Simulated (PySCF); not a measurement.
Ionisation energies (eV) were calculated with PySCF 2.14 by LDA, MP2 (valence), PBE, in another order, as differences of total energies without spin-orbit coupling. The measured values are between term centres (NIST).

```json
{"species": "C⁺ (aug-cc-pVQZ with one added diffuse shell each of s, p, d, f, g type, non-relativistic)", "measured": "24.378", "A": "24.416", "B": "24.853", "C": "24.770"}
{"species": "O (aug-cc-pVQZ with one added diffuse shell each of s, p, d, f, g type, non-relativistic)", "measured": "13.608", "A": "13.434", "B": "14.064", "C": "14.003"}
{"species": "F (aug-cc-pVQZ with one added diffuse shell each of s, p, d, f, g type, non-relativistic)", "measured": "17.427", "A": "17.395", "B": "17.657", "C": "17.959"}
{"species": "Al⁺ (aug-cc-pV(Q+d)Z with one added diffuse shell each of s, p, d, f, g type, non-relativistic)", "measured": "18.829", "A": "18.314", "B": "18.763", "C": "18.899"}
{"species": "Ge⁺ (aug-cc-pVQZ-PP with one added diffuse shell each of s, p, d, f, g type with ECP10MDF, ECP)", "measured": "15.789", "A": "15.521", "B": "15.700", "C": "15.820"}
{"species": "Br (aug-cc-pVQZ-PP with one added diffuse shell each of s, p, d, f, g type with ECP10MDF, ECP)", "measured": "11.844", "A": "11.674", "B": "11.748", "C": "12.026"}
{"species": "In (aug-cc-pVQZ-PP with one added diffuse shell each of s, p, d, f, g type with ECP28MDF, ECP)", "measured": "5.603", "A": "5.426", "B": "5.590", "C": "5.716"}
{"species": "Sb (aug-cc-pVQZ-PP with one added diffuse shell each of s, p, d, f, g type with ECP28MDF, ECP)", "measured": "9.124", "A": "9.027", "B": "8.964", "C": "9.121"}
```

**Question.** Which column is which method?

**Answer.** A is MP2 (valence) (mean error -0.17 eV); B is PBE (mean error 0.09 eV); C is LDA (mean error 0.21 eV). Valence MP2 in a finite basis recovers only part of the missing correlation, so it stays below experiment on average. PBE, with gradient corrections, lies close to experiment on average, with errors of both signs. LDA overbinds the outer electron and comes out highest.
